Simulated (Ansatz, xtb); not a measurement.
Barrier height from H + F2 to the transition structure F2H, without zero-point energy, on the benchmark's geometries as Psi4's copy of the set gives them.
Transition structure (charge 0, multiplicity 2):
```xyz
3

H      0.00000     0.00000    -2.23127
F      0.00000     0.00000    -0.61622
F      0.00000     0.00000     0.86414
```
Reactant (charge 0, multiplicity 1):
```
atom   x (Å)   y (Å)   z (Å)
----  ------  ------  ------
F     0.0000  0.0000  0.0000
F     1.3952  0.0000  0.0000
```

```
level                                                     barrier height (eV)  cost
--------------------------------------------------------  -------------------  ----
GFN1-xTB                                                               -0.650     -
GFN2-xTB                                                               -0.299     -
HF/aug-cc-pVDZ                                                         -0.451     -
HF/cc-pVDZ                                                             -0.504     -
HF/aug-cc-pVTZ                                                         -0.411     -
BLYP/def2-TZVPPD                                                       -0.495  ×0.8
PBE0/def2-TZVPPD                                                       -0.178  ×0.9
wB97X-V/def2-TZVPPD                                                     0.022    ×2
wB97M-V/def2-TZVPPD                                                    -0.025    ×3
MP2/cc-pVDZ                                                             1.157     -
MP2/aug-cc-pVQZ                                                         1.266    ×6
SCS-MP2/aug-cc-pVQZ                                                     1.304     -
CCSD(T)/aug-cc-pVTZ                                                     0.091    ×9
MP2/CBS(aug-cc-pVTZ, aug-cc-pVQZ) + ΔCCSD(T)/aug-cc-pVTZ                0.116   ×10
```

The rows run from -0.650 (GFN1-xTB) to 1.304 eV (SCS-MP2/aug-cc-pVQZ). The 4 functionals in def2-TZVPPD without D3 or D4 span 0.516, from BLYP to wB97X-V.

Open shells are unrestricted; no spin–orbit coupling.

Frozen-core correlation. CBS: X⁻³ extrapolation of the correlation energy, Hartree–Fock from the larger set.

Doubts at one or more of the structures used: a spin-contaminated determinant (HF/aug-cc-pVDZ, HF/cc-pVDZ, HF/aug-cc-pVTZ, MP2/cc-pVDZ, MP2/aug-cc-pVQZ, SCS-MP2/aug-cc-pVQZ, CCSD(T)/aug-cc-pVTZ, MP2/CBS(aug-cc-pVTZ, aug-cc-pVQZ) + ΔCCSD(T)/aug-cc-pVTZ); T1 above 0.05 (CCSD(T)/aug-cc-pVTZ, MP2/CBS(aug-cc-pVTZ, aug-cc-pVQZ) + ΔCCSD(T)/aug-cc-pVTZ).

Codes used: Ansatz (Gaussian basis) for Hartree–Fock, density functionals and correlated methods; xtb for the GFN methods. Each number belongs to the level named beside it. The GFN methods have no spin term and hold the electronic entropy of 300 K.

Costs are rough ratios of core time to PBE/def2-TZVPPD (about 2.0 s over the structures, on one shared machine); a dash marks a level with no comparable run of its own. 

The set's own value is 2.27 kcal/mol (Zhao et al., NHTBH38), an estimate for the real system.

Ansatz is an electronic-structure program.
